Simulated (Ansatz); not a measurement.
# AlBHF+ (quartet): the correlation ladder, cc-pVDZ

The task here is to estimate one member of a computed series from the others.

The runs use Ansatz 0.2.0, Gaussian basis; cc-pVDZ, core rule «outside noble gas», up to 7 orbitals frozen.

To be run: UHF; CCSD(T) on ROHF; CCSD(T) on UHF; BCCD(T) on ROHF; CISD; CCSDT(Q) on ROHF; CCSDT(Q) on UHF.

26 further runs of the same task are left out: 9 that didn't finish, 17 set aside as unsound or not needed.

**The system**

The geometry is a PBE0/def2-TZVP stationary point (not a proven minimum) of the parent state, kept for this charge and spin.

4 atoms, charge 1, spin multiplicity 4.

Atoms are counted from 1 here; the program's logs count them from 0.

Bond lengths: Al1–B2 2.110 Å, B2–F3 1.327 Å, B2–H4 1.205 Å. Angles: Al1–B2–F3 126.1°, Al1–B2–H4 112.4°, F3–B2–H4 121.5°.

The first run:

Input file in.yaml:

```yaml
crystal:
  periodic: [false, false, false]
  atoms:
    - {symbol: Al, position_ang: [0.000000, -0.075183, 1.427166]}
    - {symbol: B, position_ang: [0.000000, 0.523760, -0.596061]}
    - {symbol: F, position_ang: [0.000000, -0.282645, -1.649481]}
    - {symbol: H, position_ang: [0.000000, 1.722317, -0.719901]}
basis:
  gaussian: {orbitals: cc-pVDZ}
total_charge: 1
magnetization: {spin_polarized: true, initial_magnetization: 3}
hamiltonian: {xc: hf}
output: {orbitals: {seedname: orbitals}}
```

Launch:

```bash
ansatz run in.yaml --threads 1 --pin off --events-out ev --progress --plain --max-ram 2393MiB
```

Steps of the session up to this table: UHF; CCSD(T) on ROHF; CCSD(T) on UHF; BCCD(T) on ROHF; CISD; CCSDT(Q) on ROHF; CCSDT(Q) on UHF.

One table of the session follows, with a row left open; its other results are not shown here.

```
   method  from UCCSDT(Q) (meV)
     ROHF               +8311.7
      UHF               +8239.6
     RMP2                     ?
     UMP2                +794.2
     CISD                +855.2
    RCCSD                +269.2
    UCCSD                +266.2
 RCCSD(T)                 +53.1
 UCCSD(T)                 +52.1
  BCCD(T)                 +44.9
   RCCSDT                 +19.0
   UCCSDT                 +18.3
RCCSDT(Q)                  +8.2
UCCSDT(Q)                     0
```

**Question.** Estimate the row for RMP2.

**Answer.** from UCCSDT(Q) (meV): +814.1. In the column «from UCCSDT(Q) (meV)» it lies between UMP2 (+794.2) and CISD (+855.2).

Caveats from the session: Restricted and unrestricted rows rest on different reference determinants; where their highest levels disagree by more than a few hundredths of an eV, they describe different states and don't form one ladder.
